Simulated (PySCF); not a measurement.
isobutene cation (C4H8), SMILES C(C)(=C)C (connectivity only; charge and spin as stated), charge +1, multiplicity 2.

Geometry: TPSSh-D3(BJ)/def2-SVP. The spin state was assumed, not searched.

All values below come from TDA-PBE/def2-SVPD (PySCF 2.14.0).

Vertical excitations. Isolated molecule, no solvent.

```json
[
 {"state": "root 1", "energy (eV)": "2.94", "λ (nm)": "422", "f": "0.000", "main pairs": "β HOMO→LUMO 99 %"},
 {"state": "root 2", "energy (eV)": "3.10", "λ (nm)": "400", "f": "0.001", "main pairs": "β HOMO−1→LUMO 97 %"},
 {"state": "root 3", "energy (eV)": "3.36", "λ (nm)": "369", "f": "0.001", "main pairs": "β HOMO−3→LUMO 99 %"},
 {"state": "root 4", "energy (eV)": "3.78", "λ (nm)": "328", "f": "0.062", "main pairs": "β HOMO−2→LUMO 94 %"},
 {"state": "root 5", "energy (eV)": "4.98", "λ (nm)": "249", "f": "0.001", "main pairs": "α HOMO→LUMO 20 %, β HOMO−4→LUMO 76 %"},
 {"state": "root 6", "energy (eV)": "5.39", "λ (nm)": "230", "f": "0.002", "main pairs": "β HOMO−5→LUMO 100 %"},
 {"state": "root 7", "energy (eV)": "5.48", "λ (nm)": "226", "f": "0.035", "main pairs": "α HOMO→LUMO 12 %, β HOMO−6→LUMO 79 %"},
 {"state": "root 8", "energy (eV)": "5.86", "λ (nm)": "212", "f": "0.234", "main pairs": "α HOMO→LUMO 62 %, β HOMO−6→LUMO 17 %, β HOMO−4→LUMO 15 %"},
 {"state": "root 9", "energy (eV)": "6.36", "λ (nm)": "195", "f": "0.005", "main pairs": "α HOMO−1→LUMO 96 %"},
 {"state": "root 10", "energy (eV)": "6.56", "λ (nm)": "189", "f": "0.001", "main pairs": "α HOMO−2→LUMO 94 %"}
]
```
Unrestricted roots are not spin-pure.
